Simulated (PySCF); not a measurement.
Species: CH5Si (doublet state).
Cartesian coordinates in Å at the GFN2-xTB level; atoms count from 1:
```
atom  x, y, z in Å
C1    -0.8200   -0.0441   -0.0227
Si2    1.0462   -0.0446   -0.3432
H3    -1.3349    0.6609   -0.6698
H4    -1.0365    0.2372    1.0073
H5    -1.2533   -1.0261   -0.1918
H6     1.6447    1.2800   -0.2331
H7     1.7572   -1.0583    0.4262
```

The species is `C[SiH2]` [radical].

The calculation used UKS B3LYP, pcH-1 on C H Si, non-relativistic, mean-field spin-orbit, GIAO (PySCF 2.14.0). Isolated species at its GFN2-xTB geometry, gas phase. A GFN2-xTB geometry isn't a minimum of the functional, and hyperfine couplings can be far from their values at a DFT geometry, by a factor of two or more for some ions and for spin on atoms past the first row.

Mulliken spin populations: C1 -0.015, Si2 +1.001, H3 -0.001, H4 +0.023, H5 -0.001, H6 -0.004, H7 -0.004.

Problem. Give the computed dipolar 1H tensors of H3, H4, H5.

Solution. 
```tsv
atom	position	distance from Si2 (Å)	T1 (MHz)	T2	T3
H3	2 bonds from Si2	2.50	-4.00	-2.50	6.50
H4	2 bonds from Si2	2.50	-4.14	0.38	3.76
H5	2 bonds from Si2	2.50	-4.00	-2.50	6.50
```

Problem. Estimate them with point dipoles: put each population ρk at its nucleus, leave out the nucleus itself and the atom bound to it, and sum T = Σ [ρk/(2S)]·C·(3 n nᵀ − 1)/r³ with C = μ0 gₑ μB g_N μN/(4π h) = 79.06 MHz Å³.

Solution. 
| atom | T1 (MHz) | T2 | T3 | T3, computed | difference in T3 (%) |
| --- | --- | --- | --- | --- | --- |
| H3 | -5.38 | -4.47 | 9.85 | 6.50 | +51 |
| H4 | -5.08 | -5.06 | 10.14 | 3.76 | +170 |
| H5 | -5.38 | -4.47 | 9.85 | 6.50 | +52 |

Problem. If all the spin sat on Si2, T∥ = 2C/r³. What distance does the computed T3 of H4 then imply?

Solution. r = (2 × 79.06/3.76)^(1/3) = 3.48 Å, against 2.50 Å in the structure.
